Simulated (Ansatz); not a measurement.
This Ansatz (a first-principles code) input (CCSD(T)/cc-pCVDZ) gives -1403.86899 Eh with 99 basis functions. A basis named .json is the Basis Set Exchange file of that set (core-valence sets with the plain set on hydrogen).

Ansatz 0.2 input:
```yaml
crystal:
  periodic: [false, false, false]
  atoms:
    - {symbol: B, position_ang: [0.00000000, -0.00000000, -0.00000000]}
    - {symbol: Cl, position_ang: [0.00508444, 1.74500655, -0.02473757]}
    - {symbol: Cl, position_ang: [1.50850421, -0.87734968, -0.01892724]}
    - {symbol: Cl, position_ang: [-1.51358865, -0.86765687, 0.04366481]}
basis:
  gaussian:
    orbitals: cc-pCVDZ.json
magnetization: {spin_polarized: false}
correlation: {method: ccsd_t, electrons: outside_noble_gas}
```

Change:
```diff
- orbitals: cc-pCVDZ.json
+ orbitals: cc-pV_Q+d_Z.json
```

### Question
What does the run give now?

### Answer
-1404.19232 Eh (CCSD(T)/cc-pV(Q+d)Z, 247 functions), a change of -323.33 mEh.
